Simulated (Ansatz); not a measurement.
The same path of H5NSi (7 atoms, charge 0, multiplicity 1) was run twice with different band settings. Lost on the way: Si1–H2, Si1–H3. Made: H2–H3.

Method: RKS B3LYP/6-31G* in Ansatz 0.2.0.

Relaxed end points:

```xyz
7
Properties=species:S:1:pos:R:3
Si 0.167 0.068 0.111
H 0.153 0.055 1.607
H 1.592 0.123 -0.312
N -0.669 1.373 -0.675
H -1.680 1.407 -0.617
H -0.285 2.309 -0.606
H -0.456 -1.205 -0.339
```

```xyz
7
Properties=species:S:1:pos:R:3
Si -0.150 0.165 -1.395
H 1.589 -0.590 2.048
H 2.164 -0.288 1.686
N -1.076 1.558 -0.972
H -1.865 1.593 -0.335
H -0.867 2.472 -1.359
H -0.972 -0.780 -0.506
```

Common settings: movable images 5; climbing image yes; spring 5.0 eV/Å²; optimiser quadratic models (default); force threshold 0.05 eV/Å; iteration limit 60; end points relaxed.

| run | start path |
| --- | --- |
| 1 | through a guess of the saddle point |
| 2 | straight line |

(1) What does each run give, and how far can it be trusted?

## Answers

(1) Run 1: converged after 19 iterations, highest image 2.810 eV above the first end. Neighbouring images differ by up to 2.6 eV, so the band resolves the path poorly. A vibrational analysis at the climbing image gives one clearly imaginary mode, 1314i cm⁻¹: a first-order saddle point.
Run 2: converged after 16 iterations, highest image 2.810 eV above the first end. Neighbouring images differ by up to 2.6 eV, so the band resolves the path poorly. Another band between the same ends (5 images) ends at a top of the same energy, where a vibrational analysis finds 1 clearly imaginary mode.
The orbitals stay closed-shell, which can raise the energy where a bond breaks towards radicals; this wasn't checked here.
